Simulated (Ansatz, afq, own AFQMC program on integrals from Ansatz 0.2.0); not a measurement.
Integrals from Ansatz 0.2.0, then the random walk in our own AFQMC program (afq).

```yaml
crystal:
  periodic: [false, false, false]
  atoms:
    - {symbol: O, position_ang: [0.000000, 0.000000, 0.000000]}
    - {symbol: H, position_ang: [0.000000, 0.000000, 0.973108]}
basis:
  gaussian: {orbitals: cc-pVDZ}
magnetization: {spin_polarized: true, initial_magnetization: 1}
correlation: {method: ccsd_t, electrons: outside_noble_gas, hamiltonian_folder: ham}
```

```sh
$ ansatz run in.yaml --threads 1 --pin off --events-out ev --progress --plain --max-ram 1382MiB
```

afq runs on the folder ham with

```
--method phaseless --trial hf --walkers 340 --populations 1 --least-time 40 --time-step 0.005 --steps-per-block 20 --equilibration-blocks 112 --max-blocks 600 --target-error 0.0009600 --factor-cut 1e-05 --start spin_pure --seed 5795 --taylor-order 6
```

Times are imaginary, in 1/Eh. The walk had a cap of 524 s.

```
orbitals 18  electrons 4 3  factors 114 of 175
reference energy -75.39375517 Eh
CCSD correlation -0.16382482 Eh in 9 cycles, weight of the determinant in the CISD state 0.9571
energy of the start -75.393901 Eh
 block  time / (1/Eh)  mean weight  energy / Eh
     1     0.100  1.0021  -75.449737
     2     0.200  1.0021  -75.489947
     3     0.300  1.0015  -75.513656
     4     0.400  1.0012  -75.529955
     5     0.500  1.0009  -75.535842
    10     1.000  0.9999  -75.539526
    61     6.100  0.9997  -75.556299
   121    12.100  0.9992  -75.557750
   181    18.100  0.9997  -75.547963
   241    24.100  0.9984  -75.549375
   301    30.100  0.9994  -75.550520
   313    31.300  1.0000  -75.577078
   361    36.100  0.9985  -75.538770
   421    42.100  0.9982  -75.576745
   481    48.100  0.9992  -75.557988
   505    50.500  1.0000  -75.564666
blocks merged  error / Eh  count
     1  0.000486  400
     2  0.000621  200
     4  0.000783  100
     8  0.000874  50
    16  0.000876  25
    32  0.000842  12
energy -75.558359 +/- 0.000876 Eh
(rows thinned)
```

(1) Estimate how long the walk took on 1 thread of Arm Neoverse N1 (shared host).

The run passed its tests (sampling time, drift between the halves within three errors, error under three times the target), which doesn't prove that it has relaxed.

Against this walk (error 23.8 meV) on the same determinant: CCSD(T) 26.1 meV lower (within the noise), CCSDT(Q) 38.1 meV lower (within the noise), CCSDTQ 38.4 meV lower (within the noise), full CI (a separate run on its own orbitals, whose frozen core shifts it by up to a few meV) 37.8 meV lower (within the noise), a separate phaseless walk with a CISD trial and standard settings 34.8 ± 24.0 meV lower (within the noise). The error is statistical and leaves out the bias of the constraint.

Cautions: constraint bias not in the error; full CI with its own frozen core.

Answers

(1) 4.2 min of wall time.

CCSDT and higher add their correlation energy to the determinant of the CCSD(T) run, since their own runs factorise the integrals more tightly (a shift of under 2 meV). A walk keeps the symmetry of its determinant, which the program's search chose and which needn't be the lowest solution, so a lower state of the same spin and another symmetry isn't excluded.
